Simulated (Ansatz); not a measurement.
# BSi2 (quartet): from Hartree-Fock to the top rungs at a displaced geometry (v1), cc-pVDZ

The task here is to estimate one member of a computed series from the others.

Computed with Ansatz 0.2.0, Gaussian basis. Level: cc-pVDZ, core rule «outside noble gas», up to 11 orbitals frozen.

The runs, in order: UHF; CCSD(T) on ROHF; CCSD(T) on UHF; BCCD(T) on ROHF; CISD as a restricted active space (open shells left free, so some higher excitations enter); CCSDT(Q) on ROHF; CCSDT(Q) on UHF.

20 further runs of the same task are left out: 9 that didn't finish, 11 set aside as unsound or not needed. Runs told in other sessions of the task aren't counted.

## The system

The geometry is a PBE0/def2-TZVP stationary point (not a proven minimum) with its atoms shifted at random (size 0.040 Å).

3 atoms, charge 0, spin multiplicity 4.

Atoms are counted from 1 here; the program's logs count them from 0.

Bond lengths: Si1–B2 1.966 Å, B2–Si3 1.999 Å. Angles: Si1–B2–Si3 177.4°.

Set-up of the first run:

File in.yaml:

```yaml
crystal:
  periodic: [false, false, false]
  atoms:
    - {symbol: Si, position_ang: [-0.015433, -0.009008, 1.976141]}
    - {symbol: B, position_ang: [-0.016266, -0.025151, 0.010487]}
    - {symbol: Si, position_ang: [0.031698, 0.034159, -1.986628]}
basis:
  gaussian: {orbitals: cc-pVDZ}
magnetization: {spin_polarized: true, initial_magnetization: 3}
hamiltonian: {xc: hf}
output: {orbitals: {seedname: orbitals}}
```

Started as:

```console
$ ansatz run in.yaml --threads 1 --pin off --events-out ev --progress --plain --max-ram 2393MiB
```

Among the steps run: UHF; CCSD(T) on ROHF; CCSD(T) on UHF; BCCD(T) on ROHF; CISD as a restricted active space (open shells left free, so some higher excitations enter); CCSDT(Q) on ROHF; CCSDT(Q) on UHF.

One of the session's tables, all rows but one given; the rest of the session is left out.

It belongs to the step «Misses and costs». 

| method | from RCCSDT(Q) (kJ/mol) |
| --- | --- |
| ROHF | +638.9 |
| UHF | ? |
| RMP2 | +153.4 |
| UMP2 | +159.0 |
| CISD | +96.7 |
| RCCSD | +34.8 |
| UCCSD | +34.2 |
| RCCSD(T) | +8.3 |
| UCCSD(T) | +8.4 |
| BCCD(T) | +8.1 |
| RCCSDT | +2.2 |
| UCCSDT | +2.1 |
| RCCSDT(Q) | 0 |
| UCCSDT(Q) | -0.1 |

Q: Estimate the row for UHF from the others.

The run gave: from RCCSDT(Q) (kJ/mol): +618.8. In the column «from RCCSDT(Q) (kJ/mol)» it lies between UMP2 (+159.0) and ROHF (+638.9).

Caveats from the session: Restricted and unrestricted rows rest on different reference determinants; a gap between their highest levels can come from leftover correlation error, from unlike frozen cores or from another state.
